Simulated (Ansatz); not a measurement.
COS, quintet, at a GFN2-xTB geometry of the parent state (a higher spin typed on purpose: for a closed-shell molecule this is an excited state); HF/aug-cc-pVDZ run with Ansatz (a quantum-chemistry and plane-wave program).

Input for Ansatz:
Ansatz 0.2 input:
```yaml
crystal:
  periodic: [false, false, false]
  atoms:
    - {symbol: O, position_ang: [-0.00000000, -0.00000000, -1.66686897]}
    - {symbol: C, position_ang: [-0.00000000, -0.00000000, -0.51282480]}
    - {symbol: S, position_ang: [0.00000000, 0.00000000, 1.02574379]}
basis:
  gaussian:
    orbitals: aug-cc-pVDZ
hamiltonian:
  xc: hf
magnetization: {spin_polarized: true, initial_magnetization: 4}
```

### Question
What does Ansatz print? Leave out banner, timings and long lists.

### Answer

```
Functional definition: HF
739 factors; integrals over basis functions are off by at most 9.6e-4 eV
mean field evaluation 1: about -13872.9526 eV, gradient 2.3e1 eV
mean field evaluation 2: about -13872.9548 eV, gradient 2.3e1 eV
mean field evaluation 4: about -13875.8581 eV, gradient 3.7e0 eV
mean field evaluation 8: about -13875.9835 eV, gradient 1.9e-1 eV
mean field evaluation 16: about -13875.0152 eV, gradient 7.6e0 eV
mean field evaluation 32: about -13875.9797 eV, gradient 2.1e-1 eV
mean field evaluation 64: about -13875.0313 eV, gradient 1.3e-3 eV
mean field evaluation 96: about -13875.9845 eV, gradient 2.2e-5 eV
mean field -13875.98450106 eV, -509.9330249340 hartree, gradient 2.6e-6 eV, S^2 6.059747; 3 other end points of the search recorded, 0 dependent functions left out
reference -13875.98450106 eV, -509.9330249340 hartree; 17, 13 occupied and 56, 60 virtual orbitals, 739 factors
Total energy: -13875.98450106 eV, -509.9330249340 hartree
```
